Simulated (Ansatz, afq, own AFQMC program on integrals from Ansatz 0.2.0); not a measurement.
AFQMC on a folder of integrals that Ansatz 0.2.0 wrote.

```yaml
crystal:
  periodic: [false, false, false]
  atoms:
    - {symbol: Au, position_ang: [0.000000, 0.000000, 0.000000]}
basis:
  gaussian: {orbitals: def2-TZVPP}
total_charge: 1
magnetization: {spin_polarized: false}
correlation: {method: ccsd_t, electrons: outside_noble_gas, hamiltonian_folder: ham}
```

```sh
$ ansatz run in.yaml --threads 1 --pin off --events-out ev --progress --plain --max-ram 24576MiB --backend cuda --devices 0, --max-vram 18GiB
```

Options of the walk:

```
--method free --trial cisd --walkers 4000 --time-step 0.03 --max-blocks 4000 --target-error 0.00038 --factor-cut 1e-05 --seed 8338 --times 0,0.21,0.42,0.81,1.2,1.8,2.4,3 --taylor-order 8
```

Times are imaginary, in 1/Eh. The walk had a cap of 82 s. Core potentials past Kr, no spin–orbit coupling.

afq prints:

```
orbitals 52  electrons 5 5  factors 396 of 396
reference energy -134.50744715 Eh
CCSD correlation -0.30007269 Eh in 8 cycles, weight of the determinant in the CISD state 0.9352
repeat  energy at the last time / Eh  error
    10  -134.817764  0.000181
    20  -134.817807  0.000124
    30  -134.817772  0.000108
time / (1/Eh)  energy / Eh  error  mean overlap
  0.00  -134.807439  0.000046  1.0690
  0.21  -134.814677  0.000056  1.0694
  0.42  -134.816281  0.000065  1.0707
  0.81  -134.817247  0.000053  1.0724
  1.20  -134.817554  0.000060  1.0736
  1.80  -134.817699  0.000070  1.0734
  2.40  -134.817823  0.000107  1.0714
  3.00  -134.817772  0.000105  1.0765
energy -134.817772 +/- 0.000105 Eh
```

The run passed its tests (error under three times the target), which doesn't prove that it has relaxed.

Against this walk (error 2.9 meV) on the same determinant: CCSD(T) 11.0 meV lower, CCSDT(Q) 0.5 meV higher (within the noise). The error is statistical, and a free projection of finite length keeps a remainder of its start.

Cautions: remainder of the start not in the error; no spin-orbit coupling; outer-core shells of the metal frozen.

The walk took 18 s on 2 threads of a server CPU with a shared H100 80 GB, shared host (the card was shared). The log's last line is the free-projection energy.

CCSDT and higher add their correlation energy to the determinant of the CCSD(T) run, since their own runs factorise the integrals more tightly (a shift of under 2 meV). A walk keeps the symmetry of its determinant, which the program's search chose and which needn't be the lowest solution, so a lower state of the same spin and another symmetry isn't excluded.
